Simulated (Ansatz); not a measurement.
in.yaml

```yaml
crystal:
  periodic: [false, false, false]
  atoms:
    - {symbol: P, position_ang: [0.000000, -0.087651, 1.520772]}
    - {symbol: N, position_ang: [0.000000, 0.068024, -0.109044]}
    - {symbol: Si, position_ang: [0.000000, 0.015891, -1.689645]}
    - {symbol: H, position_ang: [0.000000, 1.305416, 1.863064]}
basis:
  gaussian: {orbitals: cc-pVDZ}
total_charge: 1
magnetization: {spin_polarized: true, initial_magnetization: 2}
hamiltonian: {xc: {name: PBE}}
correlation: {method: bccd, electrons: outside_noble_gas}
```

```sh
$ ansatz run in.yaml --threads 1 --pin off --events-out ev --progress --plain --max-ram 2393MiB
```

(1) Roughly how long does this take on 1 thread of Arm Neoverse V1, shared host, and how much host memory?

```
556 factors; integrals over basis functions are off by at most 1.4e-3 eV
mean field evaluation 1: about -18621.5588 eV, gradient 7.6e1 eV
mean field evaluation 2: about -18621.5543 eV, gradient 7.7e1 eV
mean field evaluation 4: about -18645.3617 eV, gradient 2.2e1 eV
mean field evaluation 8: about -18652.1459 eV, gradient 2.6e0 eV
mean field evaluation 16: about -18652.2169 eV, gradient 2.1e-3 eV
mean field evaluation 32: about -18652.2169 eV, gradient 2.6e-2 eV
mean field evaluation 64: about -18632.5374 eV, gradient 1.4e1 eV
mean field -18652.21690004 eV, -685.4563281499 hartree, gradient 4.9e-7 eV, S^2 2.004872; 2 other end points of the search recorded, 0 dependent functions left out
11 core orbitals not correlated: weight in the atoms' cores, before any rotation towards them, 1.000 or more for the frozen orbitals, at most 0.000 for the correlated occupied ones
reference -18621.57376883 eV, -684.3302138483 hartree; 8, 6 occupied and 36, 38 virtual orbitals, 556 factors
second order -9.49647198 eV of doubles, -0.52804556 eV of singles
cycle   1  -9.63874543 eV  change    3.8e-1 eV  update   1.2e-1
cycle   2  -10.02245314 eV  change   -3.8e-1 eV  update   5.2e-2
cycle   3  -10.14541521 eV  change   -1.2e-1 eV  update   1.8e-2
cycle   4  -10.16365471 eV  change   -1.8e-2 eV  update   8.8e-3
cycle   5  -10.16463439 eV  change   -9.8e-4 eV  update   4.2e-3
cycle   6  -10.16452716 eV  change    1.1e-4 eV  update   2.4e-3
cycle   7  -10.16363801 eV  change    8.9e-4 eV  update   1.4e-3
cycle   8  -10.16366506 eV  change   -2.7e-5 eV  update   6.6e-4
cycle   9  -10.16374517 eV  change   -8.0e-5 eV  update   3.4e-4
cycle  10  -10.16364292 eV  change    1.0e-4 eV  update   2.1e-4
cycle  11  -10.16363946 eV  change    3.5e-6 eV  update   1.3e-4
cycle  12  -10.16363151 eV  change    8.0e-6 eV  update   7.8e-5
cycle  13  -10.16366966 eV  change   -3.8e-5 eV  update   3.7e-5
cycle  14  -10.16369590 eV  change   -2.6e-5 eV  update   2.2e-5
cycle  15  -10.16368433 eV  change    1.2e-5 eV  update   1.2e-5
cycle  16  -10.16368439 eV  change   -5.7e-8 eV  update   7.7e-6
Total energy: -18631.73745322 eV, -684.7037223605 hartree
```

Results:

(1) 6 s wall and 0.21 GiB.
